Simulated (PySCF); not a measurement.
A GIAO shielding run with PySCF 2.14.0 with density-fitted response routines (density fitting, non-relativistic, gas phase) on `FC(Cl)(Cl)Cl`, CCl3F:

```
$ OMP_NUM_THREADS=1 python probes_run.py task.json out

{"job": {"kind": "nmr", "xc": "B3LYP", "basis": "IGLO-II", "pop": false}, "charge": 0, "multiplicity": 1}
F      0.060305    -0.141039     1.396058
C      0.004642    -0.006315     0.066724
Cl    -0.457934     1.660563    -0.312646
Cl     1.602752    -0.370613    -0.603874
Cl    -1.201142    -1.139743    -0.563447
```

Hardware: 1 thread of an Intel Xeon, shared host.

(1) How large is the calculation?

(2) How long does it take, and how much memory does it need?

(3) And these other runs on the same molecule and hardware: GIAO shielding at B97-D/IGLO-II; GIAO shielding at BLYP/IGLO-II; GIAO shielding at BP86/IGLO-II; GIAO shielding at HF/IGLO-II; GIAO shielding at KT2/IGLO-II; GIAO shielding at KT3/IGLO-II?

Answers

(1) 66 electrons, 149 basis functions and 570 auxiliary functions.

(2) 5.9 s of wall time, with 14 SCF cycles and 4 response iterations; peak memory 0.81 GiB. Times on a shared host scatter by some tens of per cent.

(3) B97-D/IGLO-II: 149 functions, 6.6 s; BLYP/IGLO-II: 149 functions, 6.6 s; BP86/IGLO-II: 149 functions, 7.8 s; HF/IGLO-II: 149 functions, 3.1 s; KT2/IGLO-II: 149 functions, 6.8 s; KT3/IGLO-II: 149 functions, 6.8 s.
